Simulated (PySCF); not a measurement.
Molecule: `COS(C)(=O)=O`, C2H6O3S.

Cartesian coordinates in Å; atom numbers follow the order of the lines, from 1:
```xyz
12

C     1.8467    0.3416   -0.7425
O     0.6151    0.6219   -0.0855
S    -0.4237   -0.6312   -0.0197
C    -1.7670    0.2465    0.7171
O     0.0886   -1.6179    0.9117
O    -0.7694   -1.0226   -1.3737
H     2.3686   -0.4937   -0.2502
H     2.4498    1.2533   -0.6567
H     1.6756    0.1027   -1.8031
H    -2.5785   -0.4839    0.8291
H    -2.0627    1.0598    0.0445
H    -1.4430    0.6227    1.6942
```

Geometry PBE0-D3(BJ)/def2-SVP throughout; GIAO in PySCF, gas phase, one conformer, non-relativistic; equivalent atoms averaged; functional PBE0.

For orientation, pcSseg-1 gives these shifts δ (against TMS, H2O, CS2 at the same level): C1 48.5, C4 41.6, O5/O6 239.6, O2 182.1, S3 331.0, H10/H11/H12 2.68, H7/H8/H9 3.77 ppm.

A run gave: C1 49.2, C4 40.9, O5/O6 241.1, O2 187.2, S3 365.3, H10/H11/H12 2.79, H7/H8/H9 3.71 ppm (shifts δ (against TMS, H2O, CS2 at the same level)).

**Question.** Which basis set was used in that run?
A. aug-cc-pVDZ
B. cc-pVTZ
C. 6-31G
D. IGLO-III

**Answer.** D. S3 tells them apart best: IGLO-III gives 365.3, cc-pVTZ gives 335.9, 6-31G gives 292.1, aug-cc-pVDZ gives 308.2 ppm.
